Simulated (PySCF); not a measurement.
Does the answer move with the share of exact exchange?

Species: PH₃.
Structure used (GFN2-xTB), in Å, numbered top down from 1:
```xyz
4
PH3 angstrom
P     -0.001    0.003    0.570
H     -0.559    1.009   -0.206
H      1.158   -0.016   -0.190
H     -0.588   -0.991   -0.198
```

PySCF, pcseg-1 basis, density fitting, gas phase, GFN2-xTB geometry. One functional is left out:

```json
{"functional": "B97-D", "exact exchange (%)": "0", "HOMO energy (eV)": "-6.62", "LUMO energy (eV)": "0.14", "dipole moment (D)": "0.969"}
{"functional": "BLYP", "exact exchange (%)": "0", "HOMO energy (eV)": "-6.51", "LUMO energy (eV)": "0.15", "dipole moment (D)": "0.924"}
{"functional": "BP86", "exact exchange (%)": "0", "HOMO energy (eV)": "-6.75", "LUMO energy (eV)": "0.00", "dipole moment (D)": "1.012"}
{"functional": "HCTH407", "exact exchange (%)": "0", "HOMO energy (eV)": "-6.83", "LUMO energy (eV)": "-0.13", "dipole moment (D)": "1.012"}
{"functional": "LDA", "exact exchange (%)": "0", "HOMO energy (eV)": "-6.69", "LUMO energy (eV)": "-0.02", "dipole moment (D)": "1.134"}
{"functional": "OLYP", "exact exchange (%)": "0", "HOMO energy (eV)": "-6.55", "LUMO energy (eV)": "0.13", "dipole moment (D)": "0.992"}
{"functional": "OPBE", "exact exchange (%)": "0", "HOMO energy (eV)": "-6.69", "LUMO energy (eV)": "0.10", "dipole moment (D)": "1.086"}
{"functional": "PBE", "exact exchange (%)": "0", "HOMO energy (eV)": "-6.66", "LUMO energy (eV)": "0.05", "dipole moment (D)": "1.031"}
{"functional": "PW91", "exact exchange (%)": "0", "HOMO energy (eV)": "-6.70", "LUMO energy (eV)": "-0.01", "dipole moment (D)": "1.017"}
{"functional": "revPBE", "exact exchange (%)": "0", "HOMO energy (eV)": "-6.64", "LUMO energy (eV)": "0.08", "dipole moment (D)": "1.006"}
{"functional": "B97-2", "exact exchange (%)": "21", "HOMO energy (eV)": "-7.62", "LUMO energy (eV)": "0.89", "dipole moment (D)": "0.981"}
{"functional": "X3LYP", "exact exchange (%)": "22", "HOMO energy (eV)": "-7.67", "LUMO energy (eV)": "0.78", "dipole moment (D)": "0.920"}
{"functional": "mPW1PW91", "exact exchange (%)": "25", "HOMO energy (eV)": "-7.88", "LUMO energy (eV)": "0.94", "dipole moment (D)": "0.993"}
{"functional": "BHandHLYP", "exact exchange (%)": "50", "HOMO energy (eV)": "-8.93", "LUMO energy (eV)": "1.83", "dipole moment (D)": "0.882"}
```

Q: Predict the row of B3LYP (20 % exact exchange) by straight lines through the other rows, and check it.

A: 
```json
{"property": "HOMO energy (eV)", "line": "-7.58", "computed": "-7.63", "computed − line": "-0.05", "B97-2 (21 %), for comparison": "-7.62"}
{"property": "LUMO energy (eV)", "line": "0.77", "computed": "0.69", "computed − line": "-0.08", "B97-2 (21 %), for comparison": "0.89"}
{"property": "dipole moment (D)", "line": "0.967", "computed": "0.918", "computed − line": "-0.049", "B97-2 (21 %), for comparison": "0.981"}
```

Q: Which of these properties follows the share of exact exchange most closely, and which least?

A: Most closely the HOMO energy, least the dipole moment; the correlations over the tabulated rows are HOMO energy -0.994, LUMO energy 0.990, dipole moment -0.612. The HOMO energy moves by -0.458 eV for every 10 %. Functionals with the same share still differ in their other parts: at 0 % BLYP and HCTH407 differ by 0.32 eV in it.
